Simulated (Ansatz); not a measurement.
System: α-N2. Method: r²SCAN-D4 in Ansatz (plane waves, PAW).

Numerical settings: plane-wave cutoff 500 eV, 4×4×4 k mesh, gaussian smearing 0.02 eV, scalar-relativistic PAW data made under PBE.

Computed at the level's own relaxed cell.

**Question.** Estimate the equilibrium volume per atom and lattice constant a that the calculation returns.

**Answer.** 
equilibrium volume per atom: 21.94 Å³/atom
lattice constant a: 5.599 Å

Measured, for comparison: equilibrium volume per atom 22.47 Å³/atom (4 K, zero-point motion not removed; as tabulated in Wyckoff, Crystal Structures 1 (1963), as in the American Mineralogist Crystal …); lattice constant a 5.644 Å (4 K, zero-point motion not removed, our sources range from 5.644 to 5.667; as tabulated in Wyckoff, Crystal Structures 1 (1963), as in the American Mineralogist Crystal …). Computed (rounded) less measured: equilibrium volume per atom -2.4 %, lattice constant a -0.8 % (-0.8 % to -1.2 % over the range).

Static lattice: no zero-point or thermal effects.

Ansatz is a quantum-chemistry and plane-wave program.
